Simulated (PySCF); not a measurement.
One molecule, one basis, several functionals.

C3H5N3.
Numbering: `[CH3:1][n:2]1[cH:3][n:4][cH:5][n:6]1` (hydrogens: H7, H8, H9 on C1; H10 on C3; H11 on C5)

Geometry (PBE0-D3(BJ)/def2-SVP, Å), atoms numbered from 1 in this order:
```
atom  x, y, z in Å
C1    -1.6160   -0.1113    0.0730
N2    -0.1809   -0.0494    0.0004
C3     0.6194    1.0212   -0.1814
N4     1.8816    0.6521   -0.1571
C5     1.7950   -0.6827    0.0486
N6     0.5634   -1.1487    0.1494
H7    -1.9374   -0.3968    1.0851
H8    -1.9943   -0.8534   -0.6431
H9    -2.0295    0.8748   -0.1740
H10    0.2354    2.0310   -0.3266
H11    2.6632   -1.3368    0.1258
```

PySCF, pcSseg-2 basis, density fitting, gas phase, PBE0-D3(BJ)/def2-SVP geometry. One functional is left out:

| functional | exact exchange (%) | HOMO energy (eV) | LUMO energy (eV) | dipole moment (D) |
| --- | --- | --- | --- | --- |
| B97-D | 0 | -6.44 | -0.92 | 3.298 |
| BLYP | 0 | -6.33 | -0.90 | 3.317 |
| BP86 | 0 | -6.54 | -1.07 | 3.331 |
| LDA | 0 | -6.57 | -1.22 | 3.403 |
| OPBE | 0 | -6.38 | -0.87 | 3.276 |
| PBE | 0 | -6.42 | -0.99 | 3.322 |
| B97-2 | 21 | -7.40 | -0.05 | 3.338 |
| PBE0 | 25 | -7.67 | 0.00 | 3.366 |
| mPW1PW91 | 25 | -7.68 | -0.01 | 3.361 |
| BHandHLYP | 50 | -8.63 | 0.87 | 3.388 |

Predict the row of B3LYP (20 % exact exchange) by straight lines through the other rows, and check it.

```tsv
property	line	computed	computed − line	B97-2 (21 %), for comparison
HOMO energy (eV)	-7.36	-7.46	-0.10	-7.40
LUMO energy (eV)	-0.21	-0.27	-0.06	-0.05
dipole moment (D)	3.350	3.358	+0.008	3.338
```

Which of these properties follows the share of exact exchange most closely, and which least?

Most closely the HOMO energy, least the dipole moment; the correlations over the tabulated rows are HOMO energy -0.994, LUMO energy 0.987, dipole moment 0.568. The HOMO energy moves by -0.451 eV for every 10 %. Functionals with the same share still differ in their other parts: at 0 % BLYP and LDA differ by 0.24 eV in it.
